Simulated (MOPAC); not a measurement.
Input for MOPAC: PM6 on C4H8 (a complex).

```
PM6 1SCF PRECISE CHARGE=0 THREADS=1
C4H8

C      1.85776800 1     0.47280300 1     0.47242500 1
C      1.85776800 1    -0.47280300 1    -0.47242500 1
H      0.93377200 1     0.87468800 1     0.87406300 1
H      2.78381800 1     0.87170900 1     0.87155600 1
H      2.78381800 1    -0.87170900 1    -0.87155600 1
H      0.93377200 1    -0.87468800 1    -0.87406300 1
C     -1.85776800 1     0.47280300 1    -0.47242500 1
C     -1.85776800 1    -0.47280300 1     0.47242500 1
H     -2.78381800 1     0.87170900 1    -0.87155600 1
H     -0.93377200 1     0.87468800 1    -0.87406300 1
H     -0.93377200 1    -0.87468800 1     0.87406300 1
H     -2.78381800 1    -0.87170900 1     0.87155600 1
```

Program output:

```
*******************************************************************************
 **                                                                           **
 **                              MOPAC v23.2.5                                **
 **                                                                           **
 *******************************************************************************
 ** MOPAC's Digital Object Identifier: https://doi.org/10.5281/zenodo.6511958 **
 **                                                                           **
 ** Please cite the open-source release paper for use of this MOPAC version:  **
 ** J. E. Moussa and J. J. P. Stewart (2026)                                  **
 ** MOPAC: An open-source semiempirical molecular orbital program             **
 ** J. Open Source Softw., 11(119), 8025, https://doi.org/10.21105/joss.08025 **
 *******************************************************************************

                              PM6 CALCULATION RESULTS

 *******************************************************************************
 *  PM6        - The PM6 Hamiltonian to be used
 *
 *
 *
 *                 CHARGE ON SYSTEM = 0
 *
 *
 *
 *  PRECISE    - TIGHTER CRITERIA TO BE USED
 *  1SCF       - DO 1 SCF AND THEN STOP
 *  THREADS=1  - MULTI-THREADING NOT USED
 *  T=         - A TIME OF 172800.0 SECONDS REQUESTED
 *  DUMP=N     - RESTART FILE WRITTEN EVERY 7200.0 SECONDS REQUESTED
 *******************************************************************************
PM6 1SCF PRECISE CHARGE=0 THREADS=1
 C4H8

   ATOM   CHEMICAL          X               Y               Z
  NUMBER   SYMBOL      (ANGSTROMS)     (ANGSTROMS)     (ANGSTROMS)

     1       C          1.85776800  *   0.47280300  *   0.47242500  *
     2       C          1.85776800  *  -0.47280300  *  -0.47242500  *
     3       H          0.93377200  *   0.87468800  *   0.87406300  *
     4       H          2.78381800  *   0.87170900  *   0.87155600  *
     5       H          2.78381800  *  -0.87170900  *  -0.87155600  *
     6       H          0.93377200  *  -0.87468800  *  -0.87406300  *
     7       C         -1.85776800  *   0.47280300  *  -0.47242500  *
     8       C         -1.85776800  *  -0.47280300  *   0.47242500  *
     9       H         -2.78381800  *   0.87170900  *  -0.87155600  *
    10       H         -0.93377200  *   0.87468800  *  -0.87406300  *
    11       H         -0.93377200  *  -0.87468800  *   0.87406300  *
    12       H         -2.78381800  *  -0.87170900  *   0.87155600  *



          CARTESIAN COORDINATES

    NO.       ATOM           X           Y           Z

     1         C          1.8578      0.4728      0.4724
     2         C          1.8578     -0.4728     -0.4724
     3         H          0.9338      0.8747      0.8741
     4         H          2.7838      0.8717      0.8716
     5         H          2.7838     -0.8717     -0.8716
     6         H          0.9338     -0.8747     -0.8741
     7         C         -1.8578      0.4728     -0.4724
     8         C         -1.8578     -0.4728      0.4724
     9         H         -2.7838      0.8717     -0.8716
    10         H         -0.9338      0.8747     -0.8741
    11         H         -0.9338     -0.8747      0.8741
    12         H         -2.7838     -0.8717      0.8716

 General Reference for PM6:
 "Optimization of Parameters for Semiempirical Methods V: Modification of NDDO Approximations
 and Application to 70 Elements", J. J. P. Stewart, J. Mol. Mod., 13, 1173-1213 (2007)
 URL: https://link.springer.com/article/10.1007/s00894-007-0233-4

           Empirical Formula: C4 H8  =    12 atoms



      MOLECULAR POINT GROUP   :   D2d


      RHF CALCULATION, NO. OF DOUBLY OCCUPIED LEVELS = 12


 -------------------------------------------------------------------------------
 PM6 1SCF PRECISE CHARGE=0 THREADS=1
 C4H8



     1SCF WAS SPECIFIED, SO BFGS WAS NOT USED
     SCF FIELD WAS ACHIEVED


                              PM6 CALCULATION
                                                       MOPAC v23.2.5 Linux




          FINAL HEAT OF FORMATION =         31.92632 KCAL/MOL =     133.57973 KJ/MOL


          COSMO AREA              =        126.48 SQUARE ANGSTROMS
          COSMO VOLUME            =        111.19 CUBIC ANGSTROMS

          IONIZATION POTENTIAL    =         10.633105 EV
          HOMO LUMO ENERGIES (EV) =        -10.633  1.095
          NO. OF FILLED LEVELS    =         12
          MOLECULAR WEIGHT        =         56.1072         POINT GROUP:  D2d

          MOLECULAR DIMENSIONS (Angstroms)

            Atom       Atom       Distance
            H     9    H     5     5.83422
            H     4    H    12     3.32751
            H     3    H     6     1.74813


          SCF CALCULATIONS        =          1





   ATOM   CHEMICAL          X               Y               Z
  NUMBER   SYMBOL      (ANGSTROMS)     (ANGSTROMS)     (ANGSTROMS)

     1       C          1.85776800  *   0.47280300  *   0.47242500  *
     2       C          1.85776800  *  -0.47280300  *  -0.47242500  *
     3       H          0.93377200  *   0.87468800  *   0.87406300  *
     4       H          2.78381800  *   0.87170900  *   0.87155600  *
     5       H          2.78381800  *  -0.87170900  *  -0.87155600  *
     6       H          0.93377200  *  -0.87468800  *  -0.87406300  *
     7       C         -1.85776800  *   0.47280300  *  -0.47242500  *
     8       C         -1.85776800  *  -0.47280300  *   0.47242500  *
     9       H         -2.78381800  *   0.87170900  *  -0.87155600  *
    10       H         -0.93377200  *   0.87468800  *  -0.87406300  *
    11       H         -0.93377200  *  -0.87468800  *   0.87406300  *
    12       H         -2.78381800  *  -0.87170900  *   0.87155600  *

                             CARTESIAN COORDINATES

   1    C        1.857768000     0.472803000     0.472425000
   2    C        1.857768000    -0.472803000    -0.472425000
   3    H        0.933772000     0.874688000     0.874063000
   4    H        2.783818000     0.871709000     0.871556000
   5    H        2.783818000    -0.871709000    -0.871556000
   6    H        0.933772000    -0.874688000    -0.874063000
   7    C       -1.857768000     0.472803000    -0.472425000
   8    C       -1.857768000    -0.472803000     0.472425000
   9    H       -2.783818000     0.871709000    -0.871556000
  10    H       -0.933772000     0.874688000    -0.874063000
  11    H       -0.933772000    -0.874688000     0.874063000
  12    H       -2.783818000    -0.871709000     0.871556000


           Empirical Formula: C4 H8  =    12 atoms



      MOLECULAR POINT GROUP   :   D2d


                  EIGENVALUES
 -27.06138 -26.58540 -20.39207 -20.39169 -16.57452 -15.79270 -14.29000 -14.17179
 -12.18673 -12.18606 -10.63329 -10.63310   1.09533   1.10218   5.49422   5.57338
   5.61238   5.61250   6.27050   6.27870   6.27883   6.52133   6.52141   6.53459


              NET ATOMIC CHARGES AND DIPOLE CONTRIBUTIONS

  ATOM NO.   TYPE          CHARGE      No. of ELECS.   s-Pop       p-Pop
    1          C          -0.291791        4.2918     1.12302     3.16877
    2          C          -0.291791        4.2918     1.12302     3.16877
    3          H           0.147022        0.8530     0.85298
    4          H           0.144769        0.8552     0.85523
    5          H           0.144769        0.8552     0.85523
    6          H           0.147022        0.8530     0.85298
    7          C          -0.291791        4.2918     1.12302     3.16877
    8          C          -0.291791        4.2918     1.12302     3.16877
    9          H           0.144769        0.8552     0.85523
   10          H           0.147022        0.8530     0.85298
   11          H           0.147022        0.8530     0.85298
   12          H           0.144769        0.8552     0.85523
 DIPOLE           X         Y         Z       TOTAL
 POINT-CHG.    -0.000    -0.000    -0.000     0.000
 HYBRID         0.000     0.000     0.000     0.000
 SUM           -0.000    -0.000     0.000     0.000


          ATOMIC ORBITAL ELECTRON POPULATIONS

     Atom    s        px        py        pz
    1  C   1.12302   1.13217   1.01830   1.01831
    2  C   1.12302   1.13217   1.01830   1.01831
    3  H   0.85298
    4  H   0.85523
    5  H   0.85523
    6  H   0.85298
    7  C   1.12302   1.13217   1.01830   1.01831
    8  C   1.12302   1.13217   1.01830   1.01831
    9  H   0.85523
   10  H   0.85298
   11  H   0.85298
   12  H   0.85523

 **********************
 *                    *
 * JOB ENDED NORMALLY *
 *                    *
 **********************




 == MOPAC DONE ==
```

The run finished.

Cost: very roughly 0.05 core-seconds.
